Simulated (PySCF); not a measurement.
Gas-phase reaction: AlOCl ⇌ Al + O + Cl

Energies from PySCF, thermal terms from the rigid-rotor harmonic-oscillator model, ideal gas at 1 bar. 'Table' is the NASA 1993 thermochemical table (part measured, part estimated). After a fit of one offset per element over all species, the range-separated, M06-2X, PBE0/def2-QZVP and CCSD(T)/def2-TZVPP enthalpies, where run, lie to one side of the table for AlOCl (+112 kJ/mol): a fault of the table's entry, another state or a shared error of the levels is possible; this was not checked at source. S°(298 K) at PBE0/def2-TZVP differs from the NASA 1993 table for AlOCl (+8 J/mol/K); whether the harmonic model or the table's entry is off was not settled. † marks an energy on the PBE0/def2-TZVP geometry and frequencies; other levels use their own. 6-31G* has spherical d functions here. Open shells (unrestricted): Al (multiplicity 2, electronic degeneracy 6), O (multiplicity 3, electronic degeneracy 9), Cl (multiplicity 2, electronic degeneracy 6); the rest are closed-shell singlets. Spin-orbit splitting is ignored; it lowers the true energy and changes the entropy of Al, O, Cl. B3LYP is the form with VWN-RPA correlation. For this reaction the table lies outside the span of B3LYP, CCSD(T), M06-2X, MP2, PBE0, r2SCAN, ωB97M-V, ωB97X-V in their largest bases here; which side is off was not settled. The harmonic model lacks anharmonicity and excited electronic states, which grow with temperature; levels with a mode under 35 cm⁻¹ are left out. The table's entry may be an old estimate for AlOCl (not checked at source).

```
level               ΔH°(298 K), kJ  minus table  ΔG°(2000 K), kJ
------------------  --------------  -----------  ---------------
table                       1048.3            -            548.9
B3LYP/6-31G*                 862.1       -186.2            379.7
BLYP/def2-TZVP†              931.4       -116.9            444.8
M06-2X/def2-TZVP†            923.3       -125.0            436.7
PBE/def2-TZVP†               963.6        -84.7            477.1
PBE0/def2-SVP†               882.3       -166.0            395.7
ωB97M-V/def2-TZVP†           929.0       -119.3            442.4
ωB97X-V/def2-TZVP†           922.1       -126.2            435.6
```
